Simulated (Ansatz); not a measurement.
Results of PBE (Ansatz, a quantum-chemistry and plane-wave program, PAW) for 1T (CdI2-type) TiTe2.

Run with plane-wave cutoff 520 eV, 18×18×8 k mesh (along the axes of the cell as run), Fermi–Dirac smearing 0.05 eV, no spin polarisation, scalar-relativistic PAW data made under PBE.

Computed at the level's own relaxed cell.

Q: Predict the equilibrium lattice constant a and c axis length.

A: 
- equilibrium lattice constant a: 3.765 Å
- c axis length: 6.962 Å

Note: for a layered or molecular solid the relaxed cell lies over 5 % above the published volume, where the minimum can be shallow; the cell comes from a level without a dispersion term, which matters for the spacing of layers, chains or molecules; the volume lies 6 % above that of the published cell.

Spin–orbit coupling is not included.

Computing time: around 9 core-minutes (rough).
